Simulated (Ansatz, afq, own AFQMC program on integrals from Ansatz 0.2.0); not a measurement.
# CH₄⁺, doublet: AFQMC among the cluster methods

```yaml
atoms:
  - { symbol: C, position_ang: [0.0000, 0.0000, 0.0000] }
  - { symbol: H, position_ang: [0.3646, 0.7500, 0.7480] }
  - { symbol: H, position_ang: [-0.3742, -0.7450, 0.7482] }
  - { symbol: H, position_ang: [-0.3622, 0.7462, -0.7529] }
  - { symbol: H, position_ang: [0.3718, -0.7512, -0.7433] }
```

Basis cc-pVDZ. Noble-gas cores (and the filled d shells of Ga–Kr and In–Xe) are frozen. Ansatz 0.2.0 and our own AFQMC program on the same integrals; the CISD trial comes from CCSD amplitudes, and released means the phaseless constraint is let go. Free AFQMC starts from the CCSD state and is never constrained. Its projection time is finite, and what remains of the start isn't in its error. Uncertainties: one standard error, sampling alone.

Determinant: UHF, the one that the program's search chose, which needn't be the lowest solution. The geometry is a PBE0/def2-TZVP stationary point of this or a neighbouring charge and spin state.

No full CI on the walks' own integrals is used here; CCSDT(Q) serves as the reference and is uncertain by about the last step of the cluster series.

- T1 diagnostic: 0.0076
- weight of the determinant in the CISD state: 0.936
- ⟨S²⟩ of the determinant: 0.756
- size of the correlated space: 7 electrons in 33 orbitals

Reference: CCSDT(Q), correlation energy -4.410 eV. The released energy is read at 2.40 1/Eh (meV from the phaseless value at times in 1/Eh: -2 ± 5 at 0.24, -7 ± 5 at 0.51, -10 ± 7 at 0.99, 0 ± 6 at 1.62, -9 ± 7 at 2.40).

```tsv
level	E − E(reference) (kcal/mol)	share of correlation (%)
HF	101.69	0.00
MP2	17.48	82.81
CCSD	2.49	97.55
CCSD(T)	0.42	99.58
CCSDT	0.09	99.91
ph-AFQMC/HF	-1.01 ± 1.02	100.99
ph-AFQMC/CISD	0.17 ± 0.17	99.83
released AFQMC	-0.03 ± 0.16	100.03
free AFQMC	-0.10 ± 0.19	100.10
```

Free projections are given only where their last times agree within the noise and don't stop above the reference; a slow remainder of the start can still hide under it. A walk keeps the symmetry of its determinant, which the program's search chose and which needn't be the lowest solution, so a lower state of the same spin and another symmetry isn't excluded. Released energies are given only where the last usable release times agree within the noise; a slower fall can still hide under it.
